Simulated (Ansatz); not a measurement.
Molecular dynamics of AlH4N

Input:

```yaml
crystal:
  periodic: [false, false, false]
  atoms:
    - { symbol: Al, position_ang: [0.0, 5.0e-06, 0.040297] }
    - { symbol: "N", position_ang: [3.0e-06, -3.4e-05, 1.815374] }
    - { symbol: H, position_ang: [-0.827342, -0.073646, 2.400925] }
    - { symbol: H, position_ang: [0.82734, 0.073673, 2.400925] }
    - { symbol: H, position_ang: [1.394186, 0.124113, -0.698761] }
    - { symbol: H, position_ang: [-1.394186, -0.124111, -0.698761] }
basis:
  gaussian: { orbitals: def2-SVP }
hamiltonian:
  xc: b3lyp
  dispersion: d4
md:
  timestep: 0.25
  n_steps: 150
  ensemble: nvt_nose_hoover
  temperature: 1500.0
  initial_velocities: maxwell_boltzmann
  seed: 85014
  nose_hoover: { tau: 20.0, chain_length: 3 }
```

Run as:

```bash
$ ansatz run input.yaml --threads 1 --pin off --max-ram 2048MiB --backend cpu --events-out ev --progress --plain --runs-dir out
```

It starts from a relaxed structure.

Output, in part (step lines, the closing report, with atoms numbered from 0):

```
md step     0: t =     0.00 fs  T =  1500.0 K  F+E_penalty+E_count = -8150.19280988 eV  E_kin = 0.775560 eV  conserved = -8149.41724988 eV  (22 SCF iters)
[... lines left out ...]
Total energy: -8149.61408956 eV, -299.4927937846 hartree
Atom 0 at    -0.004890    -0.009721     0.072392 Å, force     2.958666     0.507785    -2.593580 eV/Å
Atom 1 at    -0.005616     0.022916     1.741686 Å, force     1.116889    -0.317436     3.972554 eV/Å
Atom 2 at    -0.723216    -0.124497     2.410100 Å, force    -1.957012    -0.065777     0.129111 eV/Å
Atom 3 at     0.736969    -0.075919     2.437739 Å, force     0.880134     0.312679    -0.823577 eV/Å
Atom 4 at     1.492083     0.231459    -0.688831 Å, force    -1.053652    -0.265463     0.460263 eV/Å
Atom 5 at    -1.296883    -0.089574    -0.589837 Å, force    -1.945024    -0.171788    -1.144771 eV/Å
Dipole moment:    -0.078976    -0.128658     0.398830 e Å
```

The steps, from the saved trajectory:

```
time (fs)  T (K)  potential energy less start (eV)  conserved less start (meV/atom)
      0.0   1500                             0.000                             0.00
      1.2   1273                             0.118                             0.07
      2.5    919                             0.302                             0.16
      3.8    775                             0.378                             0.11
      5.0    670                             0.435                             0.12
      6.2    601                             0.476                             0.16
      7.5    707                             0.427                             0.14
      8.8    897                             0.337                             0.06
     10.0    857                             0.370                             0.07
     11.2    628                             0.500                             0.16
     12.5    517                             0.567                             0.12
     13.8    434                             0.621                             0.12
     15.0    366                             0.666                             0.17
     16.2    463                             0.628                             0.17
     17.5    734                             0.507                             0.11
     18.8    935                             0.433                             0.06
     20.0    863                             0.504                             0.16
     21.2    882                             0.528                             0.20
     22.5   1149                             0.429                             0.09
     23.8   1261                             0.420                             0.12
     25.0   1194                             0.502                             0.19
     26.2   1202                             0.541                             0.20
     27.5   1291                             0.538                             0.09
     28.8   1054                             0.699                             0.14
     30.0    757                             0.880                             0.34
     31.2   1054                             0.750                             0.14
     32.5   1347                             0.631                             0.15
     33.8   1469                             0.600                             0.22
     35.0   1646                             0.540                             0.21
     36.2   1818                             0.480                             0.14
     37.5   1676                             0.579                             0.13
```

The run went to its last step. The conserved energy stayed within 0.34 meV per atom of its start (net change 0.13 meV per atom), so the integration is sound. The mean temperature of the second half is 18 % below the set value. A run of 0.037 ps of so small a system gives no equilibrium averages.

The same pairs are bonded in the first frame and the last. Pairs count as bonded within 1.25 times the sum of covalent radii (0.12 Å more for H–H).

Last frame:

```xyz
6
Properties=species:S:1:pos:R:3
Al -0.005 -0.010 0.072
N -0.006 0.023 1.742
H -0.723 -0.124 2.410
H 0.737 -0.076 2.438
H 1.492 0.232 -0.689
H -1.297 -0.090 -0.590
```

The run took 2.4 min on 1 thread of AMD EPYC 7R43 64-Core Processor (Zen 3) (shared host), peak memory 0.11 GiB.
